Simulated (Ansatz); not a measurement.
Reaction (cleavage of the Si–Si bond): `F[SiH2][SiH3]` + NH₃ → `N[SiH2]F` + SiH₄

Computed with Ansatz on PBE0-D4/def2-TZVP structures; ΔE is electronic, products minus reactants. CCSD(T)/CBS adds triple-zeta CCSD(T) − MP2 to the extrapolated MP2 energy (def2 sets, frozen cores). This one scheme is used for every species. DFT in def2-TZVPP. B3LYP here is the variant with VWN-RPA as its local correlation; programs differ in this. HSE06 is defined as in plane-wave codes. One conformer a species, not always the lowest.

```tsv
level	ΔE (kcal/mol)	difference from CCSD(T)/CBS
LDA (SPW92)	-17.4	1.9
PBE-D4	-15.0	4.3
revPBE-D4	-15.1	4.2
BLYP-D4	-18.0	1.3
r2SCAN-D4	-18.3	1.0
PBE0-D4	-16.4	2.9
B3LYP-D4	-19.0	0.3
r2SCANh-D4	-18.6	0.7
r2SCAN0-D4	-19.0	0.3
HSE06-D4	-16.4	2.9
BHLYP-D4	-20.6	-1.3
CAM-B3LYP-D4	-20.8	-1.5
ωB97X-V	-19.0	0.3
ωB97M-V	-20.6	-1.3
B2PLYP	-20.4	-1.1
PBE-QIDH	-19.2	0.1
PBE	-15.2	4.1
revPBE	-14.5	4.8
BLYP	-18.3	1.0
r2SCAN	-18.4	0.9
PBE0	-16.7	2.6
B3LYP	-19.4	-0.1
r2SCANh	-18.7	0.6
r2SCAN0	-19.1	0.2
HSE06	-16.6	2.7
BHLYP	-21.4	-2.1
CAM-B3LYP	-21.1	-1.8
LC-ωPBE	-18.7	0.6
HF/def2-SVP	-22.7	-3.4
MP2/def2-SVP	-21.9	-2.6
CCSD/def2-SVP	-20.4	-1.1
CCSD(T)/def2-SVP	-20.1	-0.8
HF/def2-TZVPP	-23.1	-3.8
MP2/def2-TZVPP	-21.5	-2.2
SCS-MP2/def2-TZVPP	-21.7	-2.4
CCSD/def2-TZVPP	-20.0	-0.7
CCSD(T)/def2-TZVPP	-19.6	-0.3
MP2/def2-QZVPP	-21.3	-2.0
HF/CBS(def2)	-23.3	-4.0
MP2/CBS(def2)	-21.1	-1.8
CCSD(T)/CBS	-19.3	0
```

(1) What do rigid-rotor, harmonic-oscillator terms from PBE0-D4/def2-TZVP frequencies (298.15 K, 1 bar) make of the CCSD(T)/CBS value? (Estimate.)

Largest T1 diagnostic among the species: 0.012.

Results:

(1) The calculation gave: ΔZPE = -1.0 kcal/mol, ΔH = -20.7 kcal/mol, ΔS = -17 J/(mol·K), ΔG = -19.5 kcal/mol.

From PBE to PBE0 (25 % exact exchange), in def2-TZVPP and without D4, ΔE moves by −1.4 kcal/mol. In def2-TZVPP, CCSD(T) changes the Hartree–Fock value by +3.5 kcal/mol (the triples alone add +0.4 kcal/mol) and MP2 by +1.6 kcal/mol.
